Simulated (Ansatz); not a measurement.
Species: C₂H₅S, charge -1, multiplicity 1. It need not be the lowest isomer of its formula. Whether it binds its extra electron was not tested at this geometry. SMILES: [CH2-]SC
Geometry from a B3LYP-D3(BJ)/def2-TZVP (Ansatz, a quantum-chemistry and plane-wave program) optimisation:
```
S
C 1 1.7219
H 2 1.0948 1 115.01
H 2 1.0948 3 112.50 1 -134.28
C 1 1.8949 2 110.92 3 -66.56
H 5 1.0945 1 110.03 2 -60.00
H 5 1.0945 6 108.90 1 -120.67
H 5 1.0988 6 109.19 7 -119.15
```
Charge -1, spin multiplicity 1.

Q: Give the harmonic wavenumbers at B3LYP-D3(BJ)/def2-TZVP (Ansatz, finite differences of forces, unscaled).

A: 158, 254, 471, 481, 561, 819, 879, 904, 1007, 1243, 1421, 1445, 1466, 2950, 2975, 3030, 3031, 3045 cm⁻¹. Zero-point energy 37.4 kcal/mol.

Q: From these and the geometry, give the ideal-gas thermochemistry at 298.15 K and 1 atm (rigid rotor, harmonic oscillator).

A: Point group Cs, rotational symmetry number 1. Rotational constants 21.95, 6.956, 5.669 GHz. S(trans) 38.25, S(rot) 23.43, S(vib) 6.90, S(elec, spin only) 0.00, S 68.6 cal/(mol K). H(298) - H(0) 3.65 kcal/mol; G - E(el) 20.6 kcal/mol.
